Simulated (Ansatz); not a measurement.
Born–Oppenheimer molecular dynamics of BH₃O₂ (6 atoms, charge 0, multiplicity 1). It starts from a relaxed structure.

These are results of RKS PBE0-D4/def2-SVP in Ansatz 0.2.0, not measurements.

```
ensemble        : NVT, Langevin thermostat
time step       : 0.5 fs
steps asked     : 250
set temperature : 3000 K
friction        : 0.01 /fs
seed            : 700234
```

First frame:

```xyz
6
Properties=species:S:1:pos:R:3
B 0.042 -0.189 0.060
H -0.164 0.171 1.197
O 1.324 -0.247 -0.364
H 1.382 -0.544 -1.280
O -0.961 -0.533 -0.794
H -1.832 -0.457 -0.396
```

Q: How far do the bonds stretch over the last three quarters of this one trajectory? (Pairs bonded in most of those frames.)

A: 
```tsv
bond	mean (Å)	spread (Å)	shortest	longest
B1–H2	1.247	0.092	1.10	1.49
B1–O3	1.402	0.127	1.17	1.64
B1–O5	1.386	0.092	1.22	1.57
O3–H4	0.995	0.088	0.86	1.18
O5–H6	0.976	0.051	0.86	1.11
```

Mean temperature of the second half: 2760 K. A run of 0.12 ps of so small a system gives no equilibrium averages. The orbitals stay closed-shell, which can raise the energy where a bond breaks towards radicals; this wasn't checked here.

Time of the run: 3.8 min on 1 thread of Arm Neoverse V2, on a shared host, peak memory 0.095 GiB.
